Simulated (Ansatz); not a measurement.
Input file:

```yaml
crystal:
  periodic: [false, false, false]
  atoms:
    - {symbol: Si, position_ang: [0.000000, 0.027539, 0.529220]}
    - {symbol: B, position_ang: [0.000000, -0.118792, -1.440446]}
    - {symbol: H, position_ang: [0.000001, 1.397313, 1.121551]}
    - {symbol: H, position_ang: [1.209503, -0.689964, 1.021921]}
    - {symbol: H, position_ang: [-1.209503, -0.689963, 1.021921]}
    - {symbol: H, position_ang: [0.000000, 0.489404, -2.461723]}
basis:
  gaussian: {orbitals: STO-3G, point_charges: [{charge: -1.00, position_ang: [4.832, 0.959, 0.859]}]}
magnetization: {spin_polarized: true, initial_magnetization: 3}
hamiltonian: {pseudopotentials: {relativity: scalar}}
correlation: {method: ccsdt_q_b, electrons: outside_noble_gas}
output: {forces: true}
```

```sh
$ ansatz run in.yaml --threads 1 --pin off --events-out ev --progress --plain --max-ram 2393MiB
```

Log:

```
308 factors; integrals over basis functions are off by at most 2.7e-8 eV
mean field evaluation 1: about -8500.7738 eV, gradient 1.1e1 eV
mean field evaluation 2: about -8500.7882 eV, gradient 1.1e1 eV
mean field evaluation 4: about -8502.5879 eV, gradient 1.7e0 eV
mean field evaluation 8: about -8502.7070 eV, gradient 1.6e-3 eV
mean field evaluation 16: about -8502.5826 eV, gradient 1.7e0 eV
mean field evaluation 32: about -8499.0406 eV, gradient 3.0e-3 eV
mean field -8502.70566179 eV, -312.4686697300 hartree, gradient 2.7e-6 eV, S^2 3.759070; 0 other end points of the search recorded, 0 dependent functions left out
6 core orbitals not correlated: weight in the atoms' cores, before any rotation towards them, 1.000 or more for the frozen orbitals, at most 0.000 for the correlated occupied ones
reference -8502.70566179 eV, -312.4686697300 hartree; 7, 4 occupied and 5, 8 virtual orbitals, 308 factors
second order -1.49145853 eV of doubles, -0.00000000 eV of singles
cycle   1  -1.99312399 eV  change   -5.0e-1 eV  update   6.5e-2
cycle   2  -2.33186516 eV  change   -3.4e-1 eV  update   3.2e-2
cycle   3  -2.36108015 eV  change   -2.9e-2 eV  update   1.3e-2
cycle   4  -2.37709381 eV  change   -1.6e-2 eV  update   7.3e-3
cycle   5  -2.37718187 eV  change   -8.8e-5 eV  update   3.1e-3
cycle   6  -2.37551568 eV  change    1.7e-3 eV  update   1.1e-3
cycle   7  -2.37573559 eV  change   -2.2e-4 eV  update   4.9e-4
cycle   8  -2.37616511 eV  change   -4.3e-4 eV  update   2.2e-4
cycle   9  -2.37601690 eV  change    1.5e-4 eV  update   1.0e-4
cycle  10  -2.37598592 eV  change    3.1e-5 eV  update   5.6e-5
cycle  11  -2.37595713 eV  change    2.9e-5 eV  update   3.2e-5
cycle  12  -2.37598385 eV  change   -2.7e-5 eV  update   1.4e-5
cycle  13  -2.37599133 eV  change   -7.5e-6 eV  update   6.1e-6
cycle  14  -2.37598744 eV  change    3.9e-6 eV  update   3.2e-6
cycle  15  -2.37598530 eV  change    2.1e-6 eV  update   1.4e-6
cycle  16  -2.37598575 eV  change   -4.4e-7 eV  update   6.7e-7
cycle  17  -2.37598684 eV  change   -1.1e-6 eV  update   3.6e-7
perturbative correction -0.00035673 eV, -0.0000131094 hartree
the calculation of the forces begins
Total energy: -8505.08200536 eV, -312.5559987453 hartree
Relativity: scalar
Atom 0 at     0.000000     0.027539     0.529220 Å, force     0.460953     1.392686     2.092190 eV/Å
Atom 1 at     0.000000    -0.118792    -1.440446 Å, force    -0.151570    -2.441923    -1.638772 eV/Å
Atom 2 at     0.000001     1.397313     1.121551 Å, force    -0.123302    -0.663822    -0.426201 eV/Å
Atom 3 at     1.209503    -0.689964     1.021921 Å, force    -0.507264     0.192514    -0.529733 eV/Å
Atom 4 at    -1.209503    -0.689963     1.021921 Å, force     0.413162     0.287578    -0.552048 eV/Å
Atom 5 at     0.000000     0.489404    -2.461723 Å, force    -0.024281     1.240933     1.012666 eV/Å
Dipole moment:     0.065360     0.062073     0.619802 e Å
```

Forces (eV/Å):
```
Si   0.461  1.393  2.092
B   -0.152 -2.442 -1.639
H   -0.123 -0.664 -0.426
H   -0.507  0.193 -0.530
H    0.413  0.288 -0.552
H   -0.024  1.241  1.013
```

Ran on 1 thread of Intel Xeon 6975P-C, shared host: 8.5 s wall, 0.26 GiB peak host memory.
